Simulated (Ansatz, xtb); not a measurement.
## Relative energy of two isomers of C4H6O2

Structure I: `C=CCC(=O)O`, a singlet. Structure II: `C=C(C)C(=O)O`, a singlet. Both are isolated molecules in the gas phase, relaxed with PBE-D3(BJ)/def2-SVP; the shapes shown needn't be the lowest conformers.

I (Å):

```yaml
atoms:
  - { symbol: C, position_ang: [-2.2336, -0.8714, 1.9722] }
  - { symbol: C, position_ang: [-1.7713, -0.0827, 0.9890] }
  - { symbol: C, position_ang: [-0.9692, -0.5627, -0.1853] }
  - { symbol: C, position_ang: [0.2147, 0.3340, -0.5074] }
  - { symbol: O, position_ang: [0.3542, 1.4844, -0.1411] }
  - { symbol: O, position_ang: [1.1121, -0.3011, -1.3035] }
  - { symbol: H, position_ang: [-2.0367, -1.9569, 1.9847] }
  - { symbol: H, position_ang: [-2.8281, -0.4614, 2.8030] }
  - { symbol: H, position_ang: [-1.9679, 1.0030, 1.0100] }
  - { symbol: H, position_ang: [-0.6215, -1.6085, -0.0637] }
  - { symbol: H, position_ang: [-1.5977, -0.5639, -1.1078] }
  - { symbol: H, position_ang: [1.8154, 0.3609, -1.4831] }
```

II (Å):

```yaml
atoms:
  - { symbol: C, position_ang: [-1.5601, 1.3282, -1.3443] }
  - { symbol: C, position_ang: [-1.0138, 0.5701, -0.3696] }
  - { symbol: C, position_ang: [-1.1587, 0.8423, 1.1022] }
  - { symbol: C, position_ang: [-0.2107, -0.6205, -0.8073] }
  - { symbol: O, position_ang: [-0.0083, -0.9638, -1.9592] }
  - { symbol: O, position_ang: [0.2907, -1.3103, 0.2552] }
  - { symbol: H, position_ang: [-1.4040, 1.0586, -2.3999] }
  - { symbol: H, position_ang: [-2.1622, 2.2186, -1.1070] }
  - { symbol: H, position_ang: [-0.1677, 0.9825, 1.5807] }
  - { symbol: H, position_ang: [-1.7714, 1.7457, 1.2834] }
  - { symbol: H, position_ang: [-1.6301, -0.0173, 1.6214] }
  - { symbol: H, position_ang: [0.7908, -2.0573, -0.1390] }
```

Task: Estimate E(II) − E(I) at the level CCSD(T)/def2-SVP + ΔMP2/def2-TZVPP.

Result: Calculated at CCSD(T)/def2-SVP + ΔMP2/def2-TZVPP: E(II) − E(I) = −3.6 kcal/mol, so structure II lies lower.

How the difference moves with the method:

| level | geometry | E(II) − E(I) (kcal/mol) | departure from the last row (kcal/mol) | job, with rough time for the two |
| --- | --- | --- | --- | --- |
| GFN2-xTB | GFN2-xTB | −4.0 | −0.4 | optimisation, 0.17 s |
| HF/STO-3G | GFN2-xTB | −5.5 | −1.9 | single point, 0.3 s |
| r2SCAN-D4/def2-SVP | GFN2-xTB | −5.7 | −2.1 | single point, 2.9 s |
| PBE-D3(BJ)/def2-SVP | PBE-D3(BJ)/def2-SVP | −5.2 | −1.6 | optimisation, 22 s |
| HF/def2-SVP | PBE-D3(BJ)/def2-SVP | −2.9 | +0.7 | part of the CCSD(T) run |
| MP2/def2-SVP | PBE-D3(BJ)/def2-SVP | −4.7 | −1.1 | part of the CCSD(T) run |
| CCSD(T)/def2-SVP | PBE-D3(BJ)/def2-SVP | −4.2 | −0.6 | single point |
| CCSD(T)/def2-SVP + ΔMP2/def2-TZVPP | PBE-D3(BJ)/def2-SVP | −3.6 |  | single point, 40 s |

As drawn, both hold the same kinds of bond in the same numbers. Structure I has 0 methyl groups, II 1.

The levels shown agree on the order. The largest departure from CCSD(T)/def2-SVP + ΔMP2/def2-TZVPP is that of r2SCAN-D4/def2-SVP, 2.1 kcal/mol. The last row adds to CCSD(T) the change of the MP2 difference between the two basis sets, here +0.6 kcal/mol.

With thermal terms from frequencies at re-optimised GFN2-xTB minima (ideal gas, soft modes damped towards free rotors, one conformer each, 298.15 K, 1 atm): the zero-point term adds +0.1 kcal/mol; ΔH is −3.5 and ΔG −3.0 kcal/mol.

The correlated steps freeze 6 core orbitals. Programs: Ansatz 0.2.0, xtb 6.7.1; the last row on 4 threads of Arm Neoverse V1 on a shared host.
